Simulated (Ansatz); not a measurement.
# BSiH₂ (doublet): from Hartree-Fock to the top rungs, def2-QZVPP

The task here is to estimate one member of a computed series from the others.

Computed with Ansatz 0.2.0, Gaussian basis. Level: def2-QZVPP, core rule «outside noble gas», up to 6 orbitals frozen.

Plan: UHF; ROHF; CCSD(T) on UHF.

## The geometry

The geometry is a PBE0/def2-TZVP stationary point (not a proven minimum) of the parent state, kept for this charge and spin.

4 atoms, charge 0, spin multiplicity 2.

Atoms are counted from 1 here; the program's logs count them from 0.

Bond lengths: Si1–B2 1.993 Å, B2–H3 1.191 Å, B2–H4 1.191 Å. Angles: Si1–B2–H3 115.4°, Si1–B2–H4 115.4°, H3–B2–H4 129.2°.

Set-up of the first run:

in.yaml reads:

```yaml
crystal:
  periodic: [false, false, false]
  atoms:
    - {symbol: Si, position_ang: [0.000000, 0.000000, 0.649966]}
    - {symbol: B, position_ang: [0.000000, 0.000000, -1.342837]}
    - {symbol: H, position_ang: [0.000000, -1.075954, -1.853888]}
    - {symbol: H, position_ang: [0.000000, 1.075954, -1.853888]}
basis:
  gaussian: {orbitals: "def2-QZVPP.json"}
magnetization: {spin_polarized: true, initial_magnetization: 1}
hamiltonian: {xc: hf}
output: {orbitals: {seedname: orbitals}}
```

Started as:

```
ansatz run in.yaml --threads 1 --pin off --events-out ev --progress --plain --max-ram 4096MiB --backend cpu
```

Steps of the session up to this table: UHF; ROHF; CCSD(T) on UHF.

One of the session's tables, all rows but one given; the rest of the session is left out.

```
  method  from UCCSD(T) (meV)
    ROHF              +6407.4
     UHF              +6282.6
    UMP2                    ?
   UCCSD               +249.4
UCCSD(T)                    0
```

Q: Estimate the row for UMP2 from the others.

The run gave: from UCCSD(T) (meV): +1139.6. In the column «from UCCSD(T) (meV)» it lies between UCCSD (+249.4) and UHF (+6282.6).

Caveats from the session: Warnings: spin contamination; coupled cluster took another determinant than the lowest.
